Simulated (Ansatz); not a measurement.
**C₃H₈O (singlet): wave-function methods side by side, cc-pVDZ**

One table from this session's results is given with a row withheld; the runs are named, their logs left out.

The runs use Ansatz 0.2.0, Gaussian basis; cc-pVDZ, core rule «outside noble gas», up to 4 orbitals frozen.

Plan: UHF; CCSD(T) on RHF; BCCD(T) on RHF; CISD; CCSDT(Q) on RHF; CASSCF and MRCISD+Q, 8 electrons in 8 orbitals; CASSCF and NEVPT2, 8 electrons in 8 orbitals.

21 further runs of the same task are left out: 3 that didn't finish, 18 set aside as unsound or not needed.

### What is computed

The geometry is an MP2(full)/6-31G* stationary point (not a proven minimum).

12 atoms, charge 0, spin multiplicity 1.

Atoms are counted from 1 here; the program's logs count them from 0.

Bond lengths: O1–C2 1.419 Å, O1–C3 1.415 Å, C2–C4 1.512 Å, C2–H5 1.102 Å, C2–H6 1.102 Å, C3–H7 1.090 Å, C3–H8 1.099 Å, C3–H9 1.099 Å, C4–H10 1.092 Å, C4–H11 1.092 Å, C4–H12 1.093 Å. Angles: C2–O1–C3 111.5°, O1–C2–C4 107.8°, O1–C2–H5 110.1°, O1–C2–H6 110.1°, C4–C2–H5 110.8°, C4–C2–H6 110.8°, H5–C2–H6 107.2°, O1–C3–H7 106.9°, O1–C3–H8 111.5°, O1–C3–H9 111.5°, H7–C3–H8 109.2°, H7–C3–H9 109.2°, H8–C3–H9 108.5°, C2–C4–H10 110.1°, C2–C4–H11 110.1°, C2–C4–H12 110.6°, H10–C4–H11 108.5°, H10–C4–H12 108.8° and more.

The first run:

in.yaml

```yaml
crystal:
  periodic: [false, false, false]
  atoms:
    - {symbol: O, position_ang: [0.017254, -0.682139, 0.000000]}
    - {symbol: C, position_ang: [0.010825, 0.736447, 0.000000]}
    - {symbol: C, position_ang: [1.335343, -1.195427, 0.000000]}
    - {symbol: C, position_ang: [-1.431344, 1.190927, 0.000000]}
    - {symbol: H, position_ang: [0.541787, 1.117086, 0.886881]}
    - {symbol: H, position_ang: [0.541787, 1.117086, -0.886881]}
    - {symbol: H, position_ang: [1.252473, -2.282723, 0.000000]}
    - {symbol: H, position_ang: [1.892154, -0.875323, -0.891710]}
    - {symbol: H, position_ang: [1.892154, -0.875323, 0.891710]}
    - {symbol: H, position_ang: [-1.944038, 0.811207, -0.885855]}
    - {symbol: H, position_ang: [-1.944038, 0.811207, 0.885855]}
    - {symbol: H, position_ang: [-1.491200, 2.282685, 0.000000]}
basis:
  gaussian: {orbitals: cc-pVDZ}
magnetization: {spin_polarized: true, initial_magnetization: 0}
hamiltonian: {xc: hf}
output: {orbitals: {seedname: orbitals}}
```

Launch:

```
> ansatz run in.yaml --threads 1 --pin off --events-out ev --progress --plain --max-ram 2880MiB --backend cpu
```

Among the steps run: UHF; CCSD(T) on RHF; BCCD(T) on RHF; CISD; CCSDT(Q) on RHF; CASSCF and MRCISD+Q, 8 electrons in 8 orbitals; CASSCF and NEVPT2, 8 electrons in 8 orbitals.

One table of the session follows, with a row left open; its other results are not shown here.

It belongs to the step «Misses and costs». 

```
           method  from RCCSDT(Q) (kJ/mol)
              RHF                  +1820.3
             RMP2                   +188.7
             CISD                   +313.6
            RCCSD                    +52.4
         RCCSD(T)                     +5.6
          BCCD(T)                        ?
           RCCSDT                     +3.2
        RCCSDT(Q)                        0
  CASSCF frontier                  +1535.0
  NEVPT2 frontier                   +238.5
  MRCISD frontier                   +233.8
MRCISD+Q frontier                    +42.2
```

Estimate the missing values for BCCD(T).

The run gave: from RCCSDT(Q) (kJ/mol): +5.3. In the column «from RCCSDT(Q) (kJ/mol)» it lies between RCCSDT (+3.2) and RCCSD(T) (+5.6).

With the free atoms at the same levels and basis (separate runs), the atomisation energy is 44.223 eV at RCCSDT(Q), 44.198 eV at RCCSD(T), 34.621 eV at RHF.
